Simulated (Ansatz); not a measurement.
# SiF2 (SiF2): an energy map over two coordinates

Aim: map the energy of SiF2 (F₂Si) over two coordinates, and find its wells, ridges and stiffness.

Computed with Ansatz 0.2.0. Level: RKS wB97M-V/def2-TZVP.

### Step 1. The starting structure

3 atoms, charge 0, spin multiplicity 1.

Atoms are counted from 1 here; the program's logs count them from 0.

Bond lengths: Si1–F2 1.617 Å, Si1–F3 1.616 Å. Angles: F2–Si1–F3 92.6°.

As a file:

```mol
F2Si
  3D, bonds by distance, orders not assigned

  3  2  0  0  0  0  0  0  0  0999 V2000
    0.0042   -0.0077   -0.7448 Si  0  0
    1.1659   -0.0173    0.3806 F   0  0
   -1.1702    0.0250    0.3642 F   0  0
  1  2  8  0
  1  3  8  0
M  END
```

### Step 3. Setting up the map

The axes are (1) angle F2–Si1–F3 (carried through 180): 11 values from 82.4 to 277.6 °; (2) change of the bonds Si1–F2, Si1–F3, all alike: 11 values from −0.177 to 0.273 Å.

Nothing else is relaxed (all other coordinates rigid). Energies count from the relaxed molecule at the same level. Points are written as (first, second).

(The set-up runs are not shown.)

### Step 4. The run at (121.5°, 0.183 Å)

Contents of input.yaml:

```yaml
crystal:
  periodic: [false, false, false]
  atoms:
    - { symbol: Si, position_ang: [0.004498, -0.007076, -0.685177] }
    - { symbol: F, position_ang: [1.559831, -0.026357, 0.199713] }
    - { symbol: F, position_ang: [-1.562312, 0.030264, 0.178613] }
basis:
  gaussian: { orbitals: def2-TZVP }
hamiltonian:
  xc: { name: wB97M-V }
output:
  forces: true
```

The run is started by

```
> ansatz run input.yaml --threads 1 --pin off --max-ram 2560MiB --backend cpu --events-out ev --progress --plain --runs-dir out
```

The session goes on with these runs: all other points of the grid.

**Question.** What will these runs give? Wanted: lowest point; highest computed point; dipole moment; largest force on an atom.

**Answer**, as computed:

| quantity | value |
| --- | --- |
| lowest point | (102.0°, 0.003 Å), 0.07 kcal/mol |
| highest computed point | (180.0°, −0.177 Å), 77.5 kcal/mol above the lowest |
| dipole moment (D) | 0.00 at (180.0°, −0.177 Å) to 4.25 at (82.4°, 0.273 Å); 1.18 at the lowest point |
| largest force on an atom (eV/Å) | 0.2 at (102.0°, 0.003 Å) to 13.0 at (82.4°, −0.177 Å); 0.2 at the lowest point |
| time for the whole task | 6.6 min on 1 thread, shared host |

**Reading.** The lowest computed point is at (102.0°, 0.003 Å), 0.07 kcal/mol from the relaxed molecule at the same level; the map holds 2 wells of about this depth. The grid is coarse, so the true minimum lies between grid points and may sit elsewhere than the lowest one. It is the only kind of minimum in the scanned range. The highest computed point, (180.0°, −0.177 Å), lies 77.5 kcal/mol above the lowest. On the interpolated surface the easiest way out of the lowest well to a well of the same energy at (258.0°, 0.003 Å) passes a barrier of about 41 kcal/mol. Round the minimum the two coordinates are nearly uncoupled.
